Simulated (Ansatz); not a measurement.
Consider the formal loss of a carbene: `CSC(C)S` → `[CH2]` (triplet) + `CSCS`.

Calculated with Ansatz (gas phase, PBE0-D4/def2-TZVP geometries, no zero-point term in ΔE). CCSD(T)/CBS adds triple-zeta CCSD(T) − MP2 to the extrapolated MP2 energy (def2 sets, frozen cores). This one scheme is used for every species. DFT in def2-TZVPP. B3LYP here is the variant with VWN-RPA as its local correlation; programs differ in this. Triplets are unrestricted, without spin–orbit coupling. Each species was taken in one conformer, which may not be the lowest.

```csv
level,ΔE (kcal/mol),difference from CCSD(T)/CBS
PBE-D4,105.3,0.5
r2SCAN-D4,98.5,-6.3
B3LYP-D4,102.0,-2.8
ωB97X-V,106.6,1.8
ωB97M-V,104.8,0.0
B2PLYP,101.5,-3.3
PBE,103.2,-1.6
r2SCAN,98.0,-6.8
PBE0,101.6,-3.2
B3LYP,98.7,-6.1
HF/def2-TZVPP,67.6,-37.2
SCS-MP2/def2-TZVPP,105.5,0.7
CCSD/def2-TZVPP,99.1,-5.7
HF/def2-QZVPP,67.6,-37.2
HF/CBS(def2),67.6,-37.2
MP2/CBS(def2),108.6,3.8
CCSD(T)/CBS,104.8,0
```

Largest T1 diagnostic among the species: 0.011.

From PBE to PBE0 (25 % exact exchange), in def2-TZVPP and without D4, ΔE moves by −1.7 kcal/mol. In def2-TZVPP, CCSD(T) changes the Hartree–Fock value by +34.5 kcal/mol (the triples alone add +3.0 kcal/mol) and MP2 by +38.2 kcal/mol.
